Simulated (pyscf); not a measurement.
Structures and frequencies: ωB97X-D3(BJ)/def2-SVP in PySCF. MP2 and CC: frozen core, UHF for open shells. ΔMP2 is the change of the MP2 total energy from the triple- to the quadruple-zeta basis.

SMILES: [Cl][GeH2][Cl]
```xyz
5

Cl     0.8437     2.2735    -0.5625
Ge     0.2006     0.2288    -0.5563
Cl     0.4250    -0.5264     1.4372
H     -1.2811     0.1915    -0.9186
H      1.1224    -0.5663    -1.4762
```
Charge 0, spin multiplicity 1.

### Question
What are the homolytic bond dissociation enthalpies (298 K) of Cl–GeH₂–Cl at CCSD(T)/def2-TZVPP + ΔMP2(QZVPP), weakest first?

### Answer
Ge–H to Cl–GeH•–Cl + H•: 84.0 kcal/mol; Cl–Ge to Cl• + Cl–GeH₂•: 97.7 kcal/mol. Ring and multiple bonds, and those that leave no two simple radicals, are not listed. The CCSD(T) − MP2 part came from Ansatz, without density fitting, on the same reference. The frozen core leaves the outer d or s,p core shells of the metals and heavy elements correlated in the MP2 and CC values, and def2-TZVPP describes them poorly, which can shift differences by a few kcal/mol. Left out: the spin-orbit lowering of Cl. Elements up to Kr have no core potential and no relativistic terms here.
